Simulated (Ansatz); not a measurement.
`COC(=N)O`, 10 atoms. Total charge 0; spin multiplicity 1. All runs use 4 threads of an Arm Neoverse V2 on a shared host. Correlated methods freeze the cores.

Task: How many basis functions does each run have, and how long does it take in Ansatz? RKS ωB97M-V/def2-QZVPP energy; RKS ωB97M-V/def2-SVP energy; RKS BLYP-D4/def2-TZVPP energy; direct RPA on PBE orbitals/def2-TZVPP energy; RKS B2PLYP (frozen core)/def2-TZVPP energy; RHF-CCSD(T)/def2-SVP energy; RKS PBE0-D4/def2-TZVP relaxation (6 steps); RKS PBE-QIDH (frozen core)/def2-TZVPP energy; RKS PBE0-D4/def2-TZVP frequencies; RHF-CCSD(T)/def2-TZVPP energy; RKS PBE0-D4/def2-QZVPP energy; RKS r2SCAN-D4/def2-TZVPP energy and forces. (Estimate.)

Result: Ansatz gave: Other jobs shared the machine, so times are rough.

| level | job | functions | wall time | peak host memory (GiB) |
| --- | --- | --- | --- | --- |
| RKS BLYP-D4/def2-TZVPP | energy | 225 | 1.3 s | 0.24 |
| RKS ωB97M-V/def2-SVP | energy | 95 | 2.3 s | 0.44 |
| RHF-CCSD(T)/def2-SVP | energy | 95 | 2.8 s | 0.44 |
| RKS r2SCAN-D4/def2-TZVPP | energy and forces | 225 | 2.9 s | 0.27 |
| RKS B2PLYP (frozen core)/def2-TZVPP | energy | 225 | 3 s | 0.54 |
| RKS PBE-QIDH (frozen core)/def2-TZVPP | energy | 225 | 3 s | 0.54 |
| direct RPA on PBE orbitals/def2-TZVPP | energy | 225 | 3 s | 0.5 |
| RKS PBE0-D4/def2-QZVPP | energy | 435 | 4 s | 1.2 |
| RKS ωB97M-V/def2-QZVPP | energy | 435 | 9.5 s | 1.5 |
| RKS PBE0-D4/def2-TZVP | relaxation (6 steps) | 185 | 12 s | 0.39 |
| RKS PBE0-D4/def2-TZVP | frequencies | 185 | 70 s | 0.44 |
| RHF-CCSD(T)/def2-TZVPP | energy | 225 | 76 s | 4 |
